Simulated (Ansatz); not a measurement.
## Ansatz (development build ahead of 0.2.0) run

```yaml
crystal:
  periodic: [false, false, false]
  atoms:
    - { symbol: B, position_ang: [0.0, 0.0, 0.0] }
    - { symbol: Cl, position_ang: [0.70853, 0.9447, 2.04534] }
basis:
  gaussian: { orbitals: STO-3G }
hamiltonian:
  xc: hf
correlation:
  method: fci
  frozen_orbitals: { B: 1, Cl: 5 }
```

The input is written out in the form of the current development build from the run's settings.

Output:

```json
{
 "Converged": "yes",
 "Total energy": "-478.85574 hartree",
 "State": "lowest singlet root, of any spatial symmetry"
}
```
